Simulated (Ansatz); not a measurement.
Two shapes of singlet CH3N.

Shape 1:

```xyz
5

C    -0.0029   -0.0458   -0.6317
N     0.0249   -0.0982    0.6485
H     0.0352    0.9194    1.0597
H    -0.0159   -0.9979   -1.1867
H    -0.0394    0.8813   -1.2322
```

Shape 2:

```xyz
5

C    -0.0063   -0.0479   -0.6762
N     0.0275   -0.1259    0.6835
H     0.0302    0.9156    1.1040
H     0.0020   -1.0252   -1.2173
H    -0.0718    0.8510   -1.2373
```

Basis set: STO-3G (spherical functions). Left uncorrelated: 2 orbitals. Charge 0, multiplicity 1.

Computed with Ansatz (development build ahead of 0.2.0); each method stands on the lowest determinant of its kind that the runs found.

(1) Which shape is lower in energy, and by how much in each method?

## Answers

(1)

```json
{"method": "RHF", "E(2) − E(1) (eV)": "0.415"}
{"method": "RHF-MP2", "E(2) − E(1) (eV)": "0.067"}
```

Shape 1 is lower.
